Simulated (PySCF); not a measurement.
Energy of F (fluorine, neutral) between two integer charges

The 2p beta orbital of [He] 2s2 2p5 is emptied in steps (occupation f), with all orbitals relaxed, ending at [He] 2s2 2p4. Computed with PySCF 2.14 in x2c-TZVPall (5s3p2d1f, 31 functions), with scalar relativity by spin-free X2C-1e. The exact energy is a straight line in f; departures are measured from the line between the end points of the same method.

```csv
f,UHF (eV),LDA (eV),PBE (eV),PBE0 (eV),r2SCAN (eV),LC-wPBE (eV),BHandHLYP (eV),wB97X (eV),r2SCAN0 (eV),M06-2X (eV)
1,0.000,0.000,0.000,0.000,0.000,0.000,0.000,0.000,0.000,0.000
0.75,0.495,-1.456,-1.409,-0.934,-1.276,-0.429,-0.477,-0.448,-0.840,-0.527
0.5,0.621,-1.957,-1.882,-1.247,-1.682,-0.569,-0.649,-0.596,-1.106,-0.730
0.25,0.440,-1.477,-1.409,-0.932,-1.235,-0.420,-0.496,-0.439,-0.810,-0.550
0,0.000,0.000,0.000,0.000,0.000,0.000,0.000,0.000,0.000,0.000
```

**Question.** For PBE, how does the orbital energy at f = 1 compare with the removal energy?

**Answer.** −ε = 10.126 eV against a total-energy difference of 17.603 eV. By Janak's theorem ε = ∂E/∂f, so the gap between them reflects the curvature. Along the path −ε is 13.826 (f = 0.75), 17.600 (f = 0.5), 21.386 (f = 0.25) eV.

| method | E(f=0) − E(f=1) (eV) | −ε at f=1 (eV) | −ε at f=0.5 (eV) |
| --- | --- | --- | --- |
| UHF | 15.641 | 18.455 | 15.496 |
| LDA | 17.911 | 10.215 | 17.855 |
| PBE | 17.603 | 10.126 | 17.600 |
| PBE0 | 17.410 | 12.447 | 17.414 |
| r2SCAN | 17.504 | 10.666 | 17.609 |
| LC-wPBE | 17.715 | 15.439 | 17.736 |
| BHandHLYP | 17.281 | 14.793 | 17.229 |
| wB97X | 17.426 | 15.053 | 17.447 |
| r2SCAN0 | 17.339 | 12.837 | 17.415 |
| M06-2X | 17.464 | 14.759 | 17.378 |

Reference removal energy between the ground levels: 17.423 eV (measured; NIST Atomic Spectra Database, ionization energies). The calculation has no spin-orbit coupling. UHF lacks correlation.
